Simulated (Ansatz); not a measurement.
Level of theory: frozen-core CCSD(T)/cc-pVTZ // PBE0-D3(BJ)/def2-TZVP in Ansatz (a program for electronic structure).

Ansatz 0.2 input:
```yaml
crystal:
  periodic: [false, false, false]
  atoms:
    - { symbol: F, position_ang: [-0.413742, -0.850337, -0.918028] }
    - { symbol: C, position_ang: [0.0, 0.0, 0.0] }
    - { symbol: F, position_ang: [-0.061859, 1.226776, -0.477729] }
    - { symbol: F, position_ang: [-0.769159, -0.095656, 1.065962] }
    - { symbol: F, position_ang: [1.24476, -0.280783, 0.329796] }
basis:
  gaussian: { orbitals: cc-pVTZ }
correlation:
  method: ccsd_t
```

Output:

```
Functional definition: HF
956 factors; integrals over basis functions are off by at most 9.2e-4 eV
mean field evaluation 1: about -11855.0609 eV, gradient 5.0e1 eV
mean field evaluation 2: about -11855.1889 eV, gradient 5.0e1 eV
mean field evaluation 4: about -11859.1080 eV, gradient 2.9e0 eV
mean field evaluation 8: about -11859.1378 eV, gradient 1.7e-1 eV
mean field evaluation 16: about -11857.7553 eV, gradient 3.1e1 eV
mean field -11859.13789772 eV, -435.8152793287 hartree, gradient 2.0e-6 eV, S^2 0.000000; 0 other end points of the search recorded, 0 dependent functions left out
5 core orbitals not correlated
reference -11859.13789772 eV, -435.8152793287 hartree; 16, 16 occupied and 129, 129 virtual orbitals, 956 factors
second order -31.31411538 eV of doubles, -0.00000000 eV of singles
cycle   1  -30.62818516 eV  change    6.9e-1 eV  update   9.7e-2
cycle   2  -31.20285605 eV  change   -5.7e-1 eV  update   2.6e-2
cycle   3  -31.31869206 eV  change   -1.2e-1 eV  update   1.2e-2
cycle   4  -31.29716959 eV  change    2.2e-2 eV  update   2.2e-3
cycle   5  -31.29649634 eV  change    6.7e-4 eV  update   9.3e-4
cycle   6  -31.29722210 eV  change   -7.3e-4 eV  update   2.1e-4
cycle   7  -31.29696532 eV  change    2.6e-4 eV  update   7.4e-5
cycle   8  -31.29693590 eV  change    2.9e-5 eV  update   1.2e-5
perturbative correction -0.97058229 eV, -0.0356682414 hartree
Total energy: -11891.40541591 eV, -437.0010887505 hartree
```

Cost: around 18 core-seconds (rough).
